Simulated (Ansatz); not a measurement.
Input file:

```yaml
crystal:
  periodic: [false, false, false]
  atoms:
    - {symbol: Be, position_ang: [0.000000, 0.000000, 0.000000]}
    - {symbol: Na, position_ang: [0.000000, 0.000000, 2.903600]}
basis:
  gaussian: {orbitals: "6-31G*"}
magnetization: {spin_polarized: false, initial_magnetization: 3}
correlation: {active_space: {window: {electrons: 3, orbitals: 7}, states: [{multiplicity: 4, weights: [0.5, 1, 0.5, 1]}]}}
output: {forces: true}
```

```sh
$ ansatz run in.yaml --threads 1 --pin off --events-out ev --progress --plain --max-ram 2393MiB
```

Log:

```
526 factors; integrals over basis functions are off by at most 1.0e-7 eV
mean field evaluation 1: about -4795.4871 eV, gradient 7.0e0 eV
mean field evaluation 2: about -4795.5027 eV, gradient 7.0e0 eV
mean field evaluation 4: about -4798.6451 eV, gradient 1.6e0 eV
mean field evaluation 8: about -4798.7088 eV, gradient 2.2e-1 eV
mean field evaluation 16: about -4798.6548 eV, gradient 1.5e0 eV
mean field evaluation 32: about -4798.7124 eV, gradient 1.4e-2 eV
mean field evaluation 64: about -4798.5966 eV, gradient 4.8e-1 eV
mean field evaluation 96: about -4798.3570 eV, gradient 2.0e-1 eV
mean field evaluation 128: about -4798.7117 eV, gradient 1.3e-1 eV
mean field -4798.71240805 eV, -176.3494283118 hartree, gradient 2.1e-6 eV, S^2 3.750000; 14 other end points of the search recorded, 0 dependent functions left out
reference -4798.71240805 eV, -176.3494283118 hartree; 9, 6 occupied and 25, 28 virtual orbitals, 526 factors
state -4798.83138595 eV, -176.3538006690 hartree
state -4798.83138595 eV, -176.3538006690 hartree
state -4798.19245878 eV, -176.3303205284 hartree
state -4798.05230209 eV, -176.3251698651 hartree
an earlier search ended where averaged states of different weights were degenerate, so these states were given the mean of their weights and the orbitals were optimised with it
the calculation of the forces begins
Total energy: -4798.46520347 eV, -176.3403437109 hartree
Atom 0 at     0.000000     0.000000     0.000000 Å, force    -0.000000     0.000000     0.096759 eV/Å
Atom 1 at     0.000000     0.000000     2.903600 Å, force     0.000000    -0.000000    -0.096759 eV/Å
Dipole moment:     0.000000     0.000000     0.685864 e Å
```

Natural occupations, averaged over the states: 0.9960 0.6542 0.5684 0.5684 0.1805 0.0162 0.0162.

The total printed last is the weighted mean of the 4 states, 0.366 eV above the lowest of them, and is no single state's energy.

Forces (eV/Å):
```
Be   0.000  0.000  0.097
Na   0.000  0.000 -0.097
```

Ran on 1 thread of AMD EPYC 7B13, shared host: 1.7 s wall, 0.09 GiB peak host memory.
